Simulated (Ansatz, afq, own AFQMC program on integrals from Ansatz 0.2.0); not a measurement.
Integrals from Ansatz 0.2.0, then the random walk in our own AFQMC program (afq).

```yaml
crystal:
  periodic: [false, false, false]
  atoms:
    - {symbol: Al, position_ang: [0.000000, 0.000000, 0.434413]}
    - {symbol: N, position_ang: [0.000000, 0.000000, -0.993587]}
    - {symbol: H, position_ang: [0.000000, 1.442863, 1.089230]}
    - {symbol: H, position_ang: [0.000000, -1.442863, 1.089230]}
basis:
  gaussian: {orbitals: cc-pVDZ}
magnetization: {spin_polarized: false}
correlation: {method: ccsd_t, electrons: outside_noble_gas, hamiltonian_folder: ham}
```

```sh
$ ansatz run in.yaml --threads 1 --pin off --events-out ev --progress --plain --max-ram 1382MiB
```

afq runs on the folder ham with

```
--method phaseless --trial cid --walkers 10 --populations 1 --least-time 40 --time-step 0.02 --steps-per-block 25 --equilibration-blocks 20 --max-blocks 120 --target-error 0.00076 --factor-cut 1e-05 --seed 414 --taylor-order 6
```

Times are imaginary, in 1/Eh. The walk had a cap of 214 s.

```
orbitals 36  electrons 5 5  factors 274 of 402
reference energy -297.24365582 Eh
CCSD correlation -0.22803712 Eh in 18 cycles, weight of the determinant in the CISD state 0.8325
energy of the start -297.471596 Eh
 block  time / (1/Eh)  mean weight  energy / Eh
     1     0.500  1.0022  -297.469395
     2     1.000  0.9992  -297.466239
     3     1.500  1.0137  -297.469875
     4     2.000  0.9821  -297.477120
     5     2.500  1.0087  -297.471792
    10     5.000  1.0055  -297.470700
    25    12.500  0.9995  -297.480492
    40    20.000  1.0309  -297.492163
    55    27.500  0.9800  -297.490506
    70    35.000  0.9968  -297.482087
    85    42.500  0.9913  -297.450403
   100    50.000  0.9811  -297.483319
   115    57.500  1.0164  -297.521142
   118    59.000  1.0074  -297.550450
   130    65.000  0.9937  -297.506481
   139    69.500  0.9787  -297.486628
blocks merged  error / Eh  count
     1  0.001903  120
     2  0.001813  60
     4  0.002092  30
     8  0.002448  15
energy -297.486278 +/- 0.002092 Eh
(rows thinned)
```

Estimate how long the walk took on 1 thread of Arm Neoverse V2, with other jobs on the host.

5.3 s of wall time.

The run passed its tests (sampling time, drift between the halves within three errors, error under three times the target), which doesn't prove that it has relaxed. The second half of the sampling lies below the first by 1.9 errors of their difference, so the energy may still be moving and its error bar be too small.

Against this walk (error 56.9 meV) on the same determinant: CCSD(T) 176.7 meV higher, a separate phaseless walk with a CISD trial and standard settings 107.0 ± 58.0 meV higher (within the noise). The error is statistical and leaves out the bias of the constraint. None of these is a sure reference here.

Cautions: constraint bias not in the error; error above the target (56.9 against 20.7 meV); higher spins were not checked; restricted determinant unstable towards unrestricted (UHF 1.30 eV lower, ⟨S²⟩ 0.97); strong correlation (T1 0.044, weight of the determinant 0.83, largest double 0.12); so few walkers bias the energy; the time-step error isn't removed.

A walk keeps the symmetry of its determinant, which the program's search chose and which needn't be the lowest solution, so a lower state of the same spin and another symmetry isn't excluded.
